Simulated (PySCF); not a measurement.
# Basis-set dependence of excited states

F2OS.
SMILES: `O=S(F)F`

TDDFT with PBE0 (PySCF), vertical singlets, core orbitals frozen in the response, spherical d and f functions. Geometry: PBE0-D3(BJ)/def2-SVP; no solvent, vibrations or thermal averaging.

Problem. How do the low singlets change with the basis? Take 6-31G*, def2-SVP, 6-31+G*, def2-SVPD, aug-cc-pVDZ, def2-TZVP, def2-TZVPD and aug-cc-pVTZ.

Solution. 

| basis | functions | diffuse | S1 (eV) | S2 (eV) | S3 (eV) | S4 (eV) | S5 (eV) | LUMO (eV) | α (au) |
| --- | --- | --- | --- | --- | --- | --- | --- | --- | --- |
| 6-31G* | 60 | no | 6.59 | 7.72 | 8.38 | 8.75 | 9.06 | -1.07 | 20.1 |
| def2-SVP | 60 | no | 6.59 | 7.76 | 8.38 | 8.82 | 9.10 | -1.23 | 18.8 |
| 6-31+G* | 76 | yes | 6.43 | 7.56 | 8.26 | 8.58 | 8.75 | -1.78 | 24.4 |
| def2-SVPD | 96 | yes | 6.48 | 7.64 | 8.33 | 8.68 | 8.77 | -1.78 | 26.7 |
| aug-cc-pVDZ | 96 | yes | 6.44 | 7.57 | 8.29 | 8.60 | 8.72 | -1.67 | 26.4 |
| def2-TZVP | 130 | no | 6.53 | 7.69 | 8.35 | 8.76 | 8.90 | -1.48 | 22.9 |
| def2-TZVPD | 166 | yes | 6.49 | 7.62 | 8.30 | 8.66 | 8.70 | -1.66 | 27.1 |
| aug-cc-pVTZ | 188 | yes | 6.48 | 7.61 | 8.31 | 8.66 | 8.73 | -1.64 | 26.9 |

States are compared by their number. Against the largest diffuse basis here (aug-cc-pVTZ, itself not a converged limit), sets without diffuse functions differ by up to 0.11 eV in S1 and 0.37 eV in S5; the smaller diffuse sets differ by up to 0.05 and 0.04 eV. State by state, the largest deviation of a set without diffuse functions is S1 0.11, S2 0.15, S3 0.07, S4 0.16, S5 0.37 eV. The same number needn't mean the same state in each row. Against aug-cc-pVTZ the polarisability deviates by -25% in 6-31G*, -30% in def2-SVP, -9% in 6-31+G*, -1% in def2-SVPD, -2% in aug-cc-pVDZ, -15% in def2-TZVP, +1% in def2-TZVPD.
